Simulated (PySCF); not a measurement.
# How exact exchange moves a shielding

Molecule: `CC(CC)(F)F`, C$_{4}$H$_{8}$F$_{2}$.

Atoms are numbered as in `[CH3:1][CH2:2][C:3]([CH3:4])([F:5])[F:6]`. Each H is labelled by its parent atom.

GIAO shieldings (ppm, equivalent atoms averaged) in PySCF 2.14 on the PBE0-D3(BJ)/def2-SVP geometry, basis pcSseg-1, gas phase, non-relativistic:

```csv
functional,exact exchange (%),σ(C3),σ(F5/F6)
BLYP,0,45.2,286.2
BP86,0,50.7,285.6
PBE,0,51.4,285.4
PBE0,25,60.6,301.2
mPW1PW91,25,59.8,301.6
BHandHLYP,50,63.9,315.6
HF,100,81.6,340.4
```

**Question.** Fit each shielding as a line in the percentage of exact exchange.

**Answer.** σ(C3) = 49.9 + 0.32 x (rms 2.4 ppm); σ(F5/F6) = 286.5 + 0.55 x (rms 1.1 ppm). The functionals also differ in their semilocal parts, which the line can't hold; Hartree–Fock has no correlation at all.

**Question.** What does the line predict for B3LYP (20 %), and what does the run give?

**Answer.** σ(C3): 56.3 predicted, 53.1 computed; σ(F5/F6): 297.5 predicted, 298.7 computed ppm.
